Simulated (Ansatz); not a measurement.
Which method gave which barrier?

Saddle point of CH$_{7}$ClSi, closed shell (SiH₃Cl ([SiH3][Cl]) + CH₄ → CH₆Si ([CH3][SiH3]) + HCl; bonds formed: Si1–C7, Cl2–H6; bonds broken: Si1–Cl2, H6–C7), PBE0-D4/def2-TZVP structure:

Si1  (-0.978, 0.148, -0.374)
Cl2  (0.352, -1.582, -1.717)
H3  (-0.973, 0.874, -1.654)
H4  (-1.398, 1.176, 0.633)
H5  (-1.851, -1.005, -0.100)
H6  (0.670, -0.571, -0.313)
C7  (0.872, 0.158, 0.684)
H8  (1.851, -0.337, 0.641)
H9  (0.420, -0.086, 1.643)
H10  (1.035, 1.226, 0.557)
(Å)

Computed with Ansatz 0.2.0 (basis: def2-TZVPP, with def2-QZVPP for the basis limit); correlated methods freeze the cores. Extrapolation: Hartree–Fock as exp(−7.88 √X), correlation as X^−2.97. Four methods, as single points on the PBE0-D4 structures, gave these electronic barriers from the start structure: 2.622, 2.690, 2.847, 3.586 eV.

(1) The methods were, in alphabetical order, BLYP-D4, HF, MP2, r2SCAN-D4. Which gave which? (Judge from chemistry; the calculation decides.)

No T1 diagnostic of these runs exceeds 0.011.

Answers

(1) The calculation gives: r2SCAN-D4 2.622; BLYP-D4 2.690; MP2 2.847; HF 3.586 eV. For comparison, CCSD(T) at an estimated basis limit (MP2 extrapolated from triple and quadruple zeta, plus CCSD(T) − MP2 in triple zeta) gives 2.847 eV.

Labels in which every atom is bracketed show which atoms are joined, not bond orders.

For scale, one of the runs: CCSD(T)/def2-TZVPP, 213 basis functions, launched by `ansatz run in.yaml --threads 4 --pin off --events-out ev --progress --plain --max-ram 9574MiB`. The run took 37 s on 4 CPU threads of an Arm Neoverse V1 (shared host), with 2.8 GiB of host memory at its peak.
